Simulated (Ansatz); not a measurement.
# H2O3 (trioxidane) at wB97X/cc-pVTZ

Aim: the vertical ionisation energy of H2O3 (trioxidane) at wB97X/cc-pVTZ, from 2 runs. 

The results are computed with Ansatz 0.2.0.

27 further runs of the same task are left out: 27 set aside as unsound or not needed.

## Step 1: The molecule

H2O3 has 5 atoms, charge 0, and is taken as a singlet. SMILES: `OOO`. Geometry: relaxed at PBE0-D4/def2-TZVP. This is a higher conformer, about 11 kJ/mol above the lowest found by a separate search.

Bond lengths: O1–O2 1.403 Å, O2–O3 1.403 Å, O1–H4 0.968 Å, O3–H5 0.968 Å. Angles: O1–O2–O3 108.0°, O2–O1–H4 102.8°, O2–O3–H5 102.8°.

## Step 2: The energy at wB97X/cc-pVTZ

Input file input.yaml:

```yaml
crystal:
  periodic: [false, false, false]
  atoms:
    - {symbol: O, position_ang: [-0.968320, -0.699970, -0.146130]}
    - {symbol: O, position_ang: [-0.133650, -0.043580, 0.770240]}
    - {symbol: O, position_ang: [1.173090, -0.066850, 0.261080]}
    - {symbol: H, position_ang: [-1.310410, 0.028200, -0.685190]}
    - {symbol: H, position_ang: [1.239280, 0.782200, -0.199990]}
basis:
  gaussian:
    orbitals: cc-pVTZ
hamiltonian:
  xc: {name: wB97X}
accuracy: high
output: {orbitals: {seedname: orbitals}}
```

Run with:

```console
$ ansatz run input.yaml --threads 1 --pin off --max-ram 3480MiB --events-out events.jsonl --progress --plain --runs-dir runs
```

Log:

```text
Warning: RAYON_NUM_THREADS=1 ignored (pool sized by the plan → 1); use --threads N
Functional definition: wB97X
  name "wB97X"
  parameter omega = 0.3/bohr
  parameter cx = 0.157706
  parameter cx1 = 0.726479
  parameter cx2 = 1.04760
  parameter cx3 = -5.70635
  parameter cx4 = 13.2794
  parameter css1 = -4.33879
  parameter css2 = 18.2308
  parameter css3 = -31.7430
  parameter css4 = 17.2901
  parameter cos1 = 2.37031
  parameter cos2 = -11.3995
  parameter cos3 = 6.58405
  parameter cos4 = -3.78132
  exchange = spin_sum(e_x_unif_sr(omega)*poly(b97_u_x, 1 - cx, cx1, cx2, cx3, cx4)) + cx*exact_x_sr(omega)
      + exact_x_lr(omega)
  correlation = spin_sum(e_c_pw_same_spin*poly(b97_u_same, 1, css1, css2, css3, css4))
      + integral(e_c_pw_opposite_spin*poly(b97_u_opposite, 1, cos1, cos2, cos3, cos4))
2102 factors; integrals over basis functions are off by at most 3.0e-9 eV
235 factors; integrals over basis functions are off by at most 2.1e-9 eV
mean field evaluation 1: about -6166.7482 eV, gradient 4.1e1 eV
mean field evaluation 2: about -6166.8373 eV, gradient 4.2e1 eV
mean field evaluation 4: about -6169.3117 eV, gradient 1.6e0 eV
mean field evaluation 8: about -6169.3178 eV, gradient 9.6e-2 eV
mean field evaluation 16: about -6169.3178 eV, gradient 6.6e-5 eV
mean field -6169.31782113 eV, -226.7182482126 hartree, gradient 8.0e-9 eV, S^2 0.000000; 0 other end points of the search recorded, 0 dependent functions left out
reference -6169.31781911 eV, -226.7182481385 hartree; 13, 13 occupied and 105, 105 virtual orbitals, 2102 factors
Total energy: -6169.31781911 eV, -226.7182481385 hartree
```

Run time: 17 s. Hardware: 1 thread of Arm Neoverse V1, shared host; peak memory 0.45 GiB.

## Step 3: The doublet cation, same level

Input file input.yaml:

```yaml
crystal:
  periodic: [false, false, false]
  atoms:
    - symbol: O
      position_ang: [-0.968320, -0.699970, -0.146130]
    - symbol: O
      position_ang: [-0.133650, -0.043580, 0.770240]
    - symbol: O
      position_ang: [1.173090, -0.066850, 0.261080]
    - symbol: H
      position_ang: [-1.310410, 0.028200, -0.685190]
    - symbol: H
      position_ang: [1.239280, 0.782200, -0.199990]
basis:
  gaussian: {orbitals: cc-pVTZ}
total_charge: 1
magnetization: {spin_polarized: true, initial_magnetization: 1}
hamiltonian: {xc: {name: wB97X}}
accuracy: high
output: {orbitals: {seedname: orbitals}}
```

Run with:

```console
$ ansatz run input.yaml --threads 1 --pin off --max-ram 3480MiB --events-out events.jsonl --progress --plain --runs-dir runs
```

Log, cut to the lines that bear on the results:

```text
Warning: RAYON_NUM_THREADS=1 ignored (pool sized by the plan → 1); use --threads N
[... 2 set-up lines as earlier in the session ...]
[...]
      + exact_x_lr(omega)
[...]
      + integral(e_c_pw_opposite_spin*poly(b97_u_opposite, 1, cos1, cos2, cos3, cos4))
2102 factors; integrals over basis functions are off by at most 3.0e-9 eV
235 factors; integrals over basis functions are off by at most 2.1e-9 eV
[...]
mean field -6157.73065503 eV, -226.2924277127 hartree, gradient 7.0e-8 eV, S^2 0.754578; 4 other end points of the search recorded, 0 dependent functions left out
reference -6157.73065322 eV, -226.2924276463 hartree; 13, 12 occupied and 105, 106 virtual orbitals, 2102 factors
Total energy: -6157.73065322 eV, -226.2924276463 hartree
```

Wall time 57 s (1 thread of Arm Neoverse V1, shared host); peak memory 0.65 GiB.

## Step 4: Summary of results

Level: wB97X/cc-pVTZ.

```
                                          quantity          value
                        singlet H2O3: total energy  -226.71825 Eh
                         singlet H2O3: HOMO energy      -11.06 eV
                         singlet H2O3: LUMO energy        2.76 eV
                       singlet H2O3: HOMO–LUMO gap       13.83 eV
                      doublet cation: total energy  -226.29243 Eh
doublet cation: HOMO energy (highest over α and β)      -20.47 eV
 doublet cation: LUMO energy (lowest over α and β)      -12.05 eV
                              doublet cation: ⟨S²⟩          0.755
vertical ionisation energy (to the doublet cation)      11.587 eV
```

The vertical ionisation energy comes to 11.59 eV (1118 kJ/mol). The negative HOMO energy of the first species, 11.06 eV, lies 0.52 eV below that difference.
